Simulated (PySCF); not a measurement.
## SF⁺ at PBE0

Level: PBE0. PySCF, spin-free X2C with a Gaussian nucleus, basis sets S jorge-DZP-DKH, F jorge-DZP-DKH.

```json
{
  "state": "³Σ⁻ (triplet), unpaired electrons π ↑↑",
  "bond length": "1.547 Å",
  "harmonic wavenumber": "993 cm⁻¹",
  "force constant": "6.92 mdyn/Å",
  "rotational constant Be": "0.5908 cm⁻¹",
  "anharmonicity ωexe": "4.60 cm⁻¹",
  "vibration–rotation constant αe": "0.00408 cm⁻¹",
  "well depth De to S⁺ + F": "327 kJ/mol",
  "dissociation energy D0": "321 kJ/mol",
  "bond order (Mayer)": "1.36",
  "dipole moment (positive dipole points towards F; it is taken about the centre of mass and depends on that origin)": "-2.62 D"
}
```

For an ion De counts to the pair picked by the measured ionisation energies or electron affinities, which need not be the lowest pair at this level. The state was picked by a PBE0 search and need not be the measured ground state.
